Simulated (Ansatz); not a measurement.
`C=C(Cl)C(C)O` + H–F → `C=C(F)C(C)O` + HCl  (substitution at a C–Cl bond)

Calculated with Ansatz (gas phase, PBE0-D4/def2-TZVP geometries, no zero-point term in ΔE). CCSD(T)/CBS adds triple-zeta CCSD(T) − MP2 to the extrapolated MP2 energy (def2 sets, frozen cores). This one scheme is used for every species. Functionals use def2-TZVPP. B3LYP here is the variant with VWN-RPA as its local correlation; programs differ in this. One conformer a species, not always the lowest.

```json
{"level": "PBE-D4", "ΔE (kJ/mol)": "8.4", "difference from CCSD(T)/CBS": "-10.2"}
{"level": "PBE0-D4", "ΔE (kJ/mol)": "9.1", "difference from CCSD(T)/CBS": "-9.5"}
{"level": "r2SCAN", "ΔE (kJ/mol)": "1.4", "difference from CCSD(T)/CBS": "-17.2"}
{"level": "PBE0", "ΔE (kJ/mol)": "4.6", "difference from CCSD(T)/CBS": "-14.0"}
{"level": "B3LYP", "ΔE (kJ/mol)": "-3.4", "difference from CCSD(T)/CBS": "-22.0"}
{"level": "HF/def2-TZVPP", "ΔE (kJ/mol)": "-11.2", "difference from CCSD(T)/CBS": "-29.8"}
{"level": "SCS-MP2/def2-TZVPP", "ΔE (kJ/mol)": "17.2", "difference from CCSD(T)/CBS": "-1.4"}
{"level": "CCSD(T)/def2-TZVPP", "ΔE (kJ/mol)": "11.5", "difference from CCSD(T)/CBS": "-7.1"}
{"level": "HF/def2-QZVPP", "ΔE (kJ/mol)": "-10.9", "difference from CCSD(T)/CBS": "-29.5"}
{"level": "SCS-MP2/def2-QZVPP", "ΔE (kJ/mol)": "21.3", "difference from CCSD(T)/CBS": "2.7"}
{"level": "CCSD(T)/CBS", "ΔE (kJ/mol)": "18.6", "difference from CCSD(T)/CBS": "0"}
```

Largest T1 diagnostic among the species: 0.011.

The D4 term adds +8.4 kJ/mol with B3LYP and +4.5 kJ/mol with PBE0; it sums over pairs of atoms, weighted by their polarisabilities, and B3LYP, whose exchange is more repulsive, gets the larger term. In def2-TZVPP, CCSD(T) changes the Hartree–Fock value by +22.7 kJ/mol (the triples alone add +3.8 kJ/mol) and MP2 by +36.8 kJ/mol.
